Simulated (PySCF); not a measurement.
```xyz
3

C     -0.0256     0.0000     0.0000
N      1.1200     0.0015     0.0000
H     -1.0943    -0.0015     0.0000
```

Charge 0, multiplicity 1.

### Question
Give the Mulliken and meta-Löwdin atomic charges from PBE0-D4/def2-TZVP run with PySCF.

### Answer

| atom | Mulliken (e) | meta-Löwdin (e) |
|---|---|---|
| C1 | -0.19 | -0.02 |
| N2 | -0.02 | -0.17 |
| H3 | 0.20 | 0.19 |
